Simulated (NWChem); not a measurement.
Species: water (H₂O); SMILES O

All runs: NWChem. Structure relaxed at the PBE-D3(BJ)/def2-SVP level. Level: B3LYP/def2-SVP with SMD, gas-phase geometry; reactions with the solvents are ignored.

```tsv
SMD term (kcal/mol)	water	chlorobenzene
distortion of the solute's density	1.43	0.17
polarisation	-10.37	-3.08
cavity, dispersion and structure	1.45	-0.66
```

Question: Sum the solvation free energies, find the transfer free energy from water to chlorobenzene and the partition coefficient at 298.15 K.

Answer: 
1. ΔG(solv, water) = -7.49 kcal/mol and ΔG(solv, chlorobenzene) = -3.57 kcal/mol (1 M gas to 1 M solution).
2. Transfer: -3.57 − (-7.49) = 3.92 kcal/mol.
3. log₁₀ K(chlorobenzene/water) = −ΔG/(RT ln 10) = -3.92/1.364 = -2.9, so the model puts more of the solute in water.
4. Of the transfer energy, 6.03 kcal/mol is electrostatic and -2.11 comes from the non-electrostatic term. The two phases are taken as the pure solvents.
